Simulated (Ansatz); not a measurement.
Geometry optimisation, Ansatz 0.2.0, UHF/def2-SVP.

input.yaml

```yaml
crystal:
  periodic: [false, false, false]
  atoms:
    - { symbol: O, position_ang: [-0.0983, -1.1454, 1.4325] }
    - { symbol: Al, position_ang: [0.0268, 0.0311, -0.0113] }
    - { symbol: F, position_ang: [-1.2255, 0.0159, -1.3459] }
    - { symbol: H, position_ang: [1.3525, 1.0382, -0.0956] }
magnetization:
  spin_polarized: true
  initial_magnetization: 1
basis:
  gaussian: { orbitals: def2-SVP }
hamiltonian:
  xc: hf
relax:
  f_tol: 0.02
  max_steps: 50
```

Run as:

```bash
$ ansatz run input.yaml --threads 1 --pin off --max-ram 2048MiB --backend cpu --events-out ev --progress --plain --runs-dir out
```

Question: Where does it end, and by what steps?

Answer: The forces met the threshold. After 6 steps the energy has fallen by 0.774 eV; F3 moved furthest, 0.19 Å.

| step | energy less start (eV) | largest force component (eV/Å) | accepted |
| --- | --- | --- | --- |
| 0 | 0.0000 | 3.132 | yes |
| 1 | -0.6199 | 2.243 | yes |
| 2 | -0.7383 | 1.319 | yes |
| 3 | -0.7648 | 0.522 | yes |
| 4 | -0.7729 | 0.068 | yes |
| 5 | -0.7735 | 0.021 | yes |
| 6 | -0.7736 | 0.000 | yes |

```xyz
4
Properties=species:S:1:pos:R:3
O -0.138 -1.067 1.294
Al 0.049 0.031 -0.033
F -1.123 -0.015 -1.184
H 1.268 0.991 -0.098
```

Whether the end is a true minimum wasn't checked by a vibrational analysis.

The run took 22 s on 1 thread of Intel(R) Xeon(R) Processor @ 2.50GHz (Skylake/Cascade Lake), with other jobs on the host, peak memory 0.12 GiB.
